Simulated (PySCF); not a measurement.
CH8BN, singlet: at the end structure of a reaction step.

run.py

```python
import json, numpy as np
from pyscf import gto, scf, dft, mp, cc
EV, BOHR = 27.211386245988, 0.529177210903
mol = gto.M(atom="""
B -1.242738 -0.993407 -0.078624
C 1.445202 1.375339 -0.702099
H -0.620201 -1.648093 -0.863554
H -1.935704 -0.080487 -0.423503
H 1.151894 0.869905 0.217840
N -1.160755 -1.303065 1.269206
H 0.769225 1.082777 -1.505180
H 1.392912 2.454198 -0.557227
H 2.464617 1.092211 -0.963365
H -1.659184 -0.797889 1.982227
H -0.601891 -2.058493 1.628203
""", basis="def2-tzvpp", charge=0, spin=0, max_memory=8670, verbose=0)
def mean_field(mol, dm=None):
    mf = dft.RKS(mol, xc="pbe").density_fit()
    mf.conv_tol = 1e-9; mf.grids.level = 4
    mf.kernel(dm0=dm)
    if not mf.converged: mf = mf.newton().run(mf.mo_coeff, mf.mo_occ)
    assert mf.converged
    return mf
def d4(mol):
    from pyscf.dispersion.dftd4 import DFTD4Dispersion
    real = gto.M(atom=[(mol.atom_pure_symbol(i), mol.atom_coord(i)) for i in range(11)], unit='B', charge=mol.charge, spin=None, basis='def2-svp', verbose=0)
    r = DFTD4Dispersion(real, xc="pbe", atm=True).get_dispersion(grad=True); return r["energy"], r["gradient"]
def energy_and_gradient(mol, dm=None):
    mf = mean_field(mol, dm); e, g = d4(mol)
    return mf, (mf.e_tot + e) * EV, (mf.nuc_grad_method().kernel()[:11] + g) * EV / BOHR
out = {}
mf = mean_field(mol); e = d4(mol)[0]
out.update(energy=(mf.e_tot + e) * EV, converged=True, dispersion=e * EV)
out['s2'] = mf.spin_square()[0]; out['nelec'] = mol.nelec
print(f"Total energy {out['energy']:.6f} eV, <S^2> {out['s2']:.4f}")
json.dump(out, open("out.json", "w"), default=float)
```

Command:

```bash
OMP_NUM_THREADS=4 python run.py
```

It printed (PySCF 2.14):

```
Total energy -3331.216507 eV, <S^2> 0.0000
```

Time: 11 s of wall clock on 4 CPU threads of an Arm Neoverse V1; the host was shared. Peak host memory: 0.68 GiB.
